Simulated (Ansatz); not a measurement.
## Antifluorite Mg₂Sn

The numbers are results of PBE-D3(BJ) (Ansatz, a program for electronic structure, plane waves, PAW), not measurements.

Numerical settings: plane-wave cutoff 520 eV, 10×10×10 k mesh, Fermi–Dirac smearing 0.01 eV, scalar-relativistic PAW data made under PBE.

Cell: relaxed at this level.

```json
{
 "volume_per_atom": "25.19 Å³/atom",
 "bulk modulus B0": "45.0 GPa",
 "equilibrium_lattice_constant_a": "6.712 Å",
 "band_gap": "zero (no gap)",
 "pressure derivative B′ of the bulk modulus": "4.4"
}
```

Measured, for comparison: band gap 0.36 eV (temperature not stated, not corrected to a static lattice, indirect, Γ–X; as tabulated in Ryu et al. (2019), arXiv:1905.06140); equilibrium volume per atom 25.82 Å³/atom, lattice constant a 6.766 Å (temperature not stated, not corrected to a static lattice; as tabulated in Freccero, Grin, Wagner, Dalton Trans. (2023), ESI). Computed (rounded) less measured: equilibrium volume per atom -2.4 %, lattice constant a -0.8 %. A static lattice is as a rule a little smaller and stiffer than an uncorrected measurement, which narrows the difference in the lattice constant a and would widen misses of the other sign.

Note: the gap of the solid is closed in this run; this level leaves the solid without a gap, although one is measured.

Spin–orbit coupling is not included; it can open a gap where bands touch, and shift volumes and moduli.

The computed numbers hold no vibrational or temperature effects.
